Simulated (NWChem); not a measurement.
# hydrazine (N2H4); SMILES NN

Program: NWChem. Geometry: optimised at PBE0/def2-SVP.

Question: Taking B3LYP/def2-QZVP as the yardstick, which of these has the fewest basis functions while keeping “highest occupied level (eV)” within 0.2 eV of it: B3LYP/def2-TZVP; B3LYP/def2-SVPD; B3LYP/def2-TZVPD; B3LYP/STO-3G; B3LYP/def2-TZVPP; B3LYP/def2-SVP?

Answer: B3LYP/def2-SVPD.
| level | basis functions | highest occupied level (eV) |
|---|---|---|
| B3LYP/STO-3G | 14 | -3.87 |
| B3LYP/def2-SVP | 48 | -6.44 |
| B3LYP/def2-SVPD | 72 | -7.00 |
| B3LYP/def2-TZVP | 86 | -6.88 |
| B3LYP/def2-TZVPD | 110 | -6.99 |
| B3LYP/def2-TZVPP | 118 | -6.88 |
| B3LYP/def2-QZVP | 234 | -6.98 |

The yardstick is one finite set, not the basis-set limit.
